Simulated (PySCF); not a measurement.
**Choosing a basis for TDDFT**

Compound: C₄H₁₀O.
Geometry (PBE0-D3(BJ)/def2-SVP, Å), atoms numbered from 1 in this order:
```xyz
15
C4H10O angstrom
C      0.251    1.423   -0.398
C      0.158   -0.097   -0.402
C      1.453   -0.749    0.063
C     -1.015   -0.578    0.438
O     -2.205   -0.049   -0.084
H      1.038    1.776   -1.083
H      0.494    1.797    0.611
H     -0.704    1.870   -0.705
H     -0.049   -0.426   -1.437
H      2.300   -0.438   -0.567
H      1.394   -1.848    0.026
H      1.691   -0.460    1.101
H     -0.852   -0.260    1.491
H     -1.029   -1.687    0.437
H     -2.926   -0.275    0.509
```

TDDFT with PBE0 (PySCF), vertical singlets, core orbitals frozen in the response, spherical d and f functions. One conformer (not necessarily the lowest) at the PBE0-D3(BJ)/def2-SVP geometry, without solvent, vibrations or thermal averaging.

Problem. How do the low singlets change with the basis? Take 6-31G*, 6-31+G*, def2-SVP, aug-cc-pVDZ, def2-TZVP and def2-TZVPD.

Solution. 

| basis | functions | diffuse | S1 (eV) | S2 (eV) | S3 (eV) | S4 (eV) | S5 (eV) | LUMO (eV) | α (au) |
| --- | --- | --- | --- | --- | --- | --- | --- | --- | --- |
| 6-31G* | 90 | no | 8.02 | 9.10 | 9.69 | 10.12 | 10.25 | 2.53 | 47.1 |
| 6-31+G* | 110 | yes | 6.61 | 7.50 | 7.87 | 7.95 | 8.01 | 0.30 | 52.5 |
| def2-SVP | 120 | no | 7.57 | 8.43 | 9.10 | 9.27 | 9.52 | 1.74 | 48.9 |
| aug-cc-pVDZ | 205 | yes | 6.41 | 7.11 | 7.38 | 7.49 | 7.71 | -0.10 | 58.0 |
| def2-TZVP | 215 | no | 7.19 | 8.05 | 8.61 | 8.90 | 9.01 | 1.08 | 55.0 |
| def2-TZVPD | 278 | yes | 6.61 | 7.45 | 7.84 | 7.94 | 7.99 | 0.22 | 57.9 |

States are compared by their number. Against the largest diffuse basis here (def2-TZVPD, itself not a converged limit), sets without diffuse functions differ by up to 1.41 eV in S1 and 2.25 eV in S5; the smaller diffuse sets differ by up to 0.20 and 0.28 eV. State by state, the largest deviation of a set without diffuse functions is S1 1.41, S2 1.65, S3 1.84, S4 2.18, S5 2.25 eV. The same number needn't mean the same state in each row. Against def2-TZVPD the polarisability deviates by -19% in 6-31G*, -9% in 6-31+G*, -15% in def2-SVP, 0% in aug-cc-pVDZ, -5% in def2-TZVP. A single + in a Pople set puts diffuse functions on heavy atoms only.
